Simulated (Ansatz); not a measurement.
Geometry optimisation, RKS CAM-B3LYP/6-31G* in Ansatz 0.2.0.

Input:

```yaml
crystal:
  periodic: [false, false, false]
  atoms:
    - { symbol: Al, position_ang: [0.0, 0.0, 0.0] }
    - { symbol: C, position_ang: [0.0, 0.0, 2.32] }
    - { symbol: H, position_ang: [-0.9996, -0.3092, 2.6905] }
    - { symbol: H, position_ang: [0.7676, -0.7111, 2.6905] }
    - { symbol: H, position_ang: [0.232, 1.0203, 2.6905] }
    - { symbol: H, position_ang: [1.351, 0.0, -0.78] }
    - { symbol: H, position_ang: [-1.351, 0.0, -0.78] }
    - { symbol: O, position_ang: [-0.2664, -1.9558, 0.6559] }
    - { symbol: H, position_ang: [-0.6698, -2.5085, -0.087] }
    - { symbol: H, position_ang: [-0.1747, -1.283, 1.815] }
basis:
  gaussian: { orbitals: "6-31G*" }
hamiltonian:
  xc: cam_b3lyp
relax:
  f_tol: 0.15
  max_steps: 25
  restrain:
    - { distance: [0, 7], at: 1.78, k: 30.0 }
    - { distance: [9, 1], at: 1.11, k: 30.0 }
    - { distance: [0, 1], at: 3.17, k: 30.0 }
    - { distance: [9, 7], at: 2.21, k: 30.0 }
output:
  orbitals: {}
```

Run as:

```bash
$ ansatz run input.yaml --threads 1 --pin off --max-ram 2048MiB --backend cpu --events-out ev --progress --plain --runs-dir out
```

Q: Where does it end, and by what steps?

A: The run converged. The restraints hold the end off the free minimum. After 8 steps the energy has fallen by 3.682 eV (the restraints' own energy left out); O8 moved furthest, 0.74 Å.

| step | energy less start (eV) | largest force component (eV/Å) | accepted |
| --- | --- | --- | --- |
| 0 | 0.0000 | 3.039 | yes |
| 1 | 0.3213 | 3.666 | yes |
| 2 | -0.1131 | 4.118 | yes |
| 3 | -1.9940 | 3.225 | yes |
| 4 | -3.2622 | 1.754 | yes |
| 5 | -3.5386 | 2.061 | yes |
| 6 | -3.6246 | 1.018 | yes |
| 7 | -3.6622 | 1.102 | yes |
| 8 | -3.6825 | 0.798 | yes |

```xyz
10
Properties=species:S:1:pos:R:3
Al -0.003 -0.421 -0.514
C -0.054 -0.248 2.650
H -0.977 -0.206 3.232
H 0.798 -0.401 3.315
H 0.085 0.704 2.127
H 1.423 0.209 -0.731
H -1.371 0.338 -0.771
O -0.027 -2.103 -0.032
H -0.892 -2.527 -0.002
H -0.093 -1.092 1.940
```

The run took 30 s on 1 thread of Arm Neoverse V1 (shared host), peak memory 0.14 GiB.
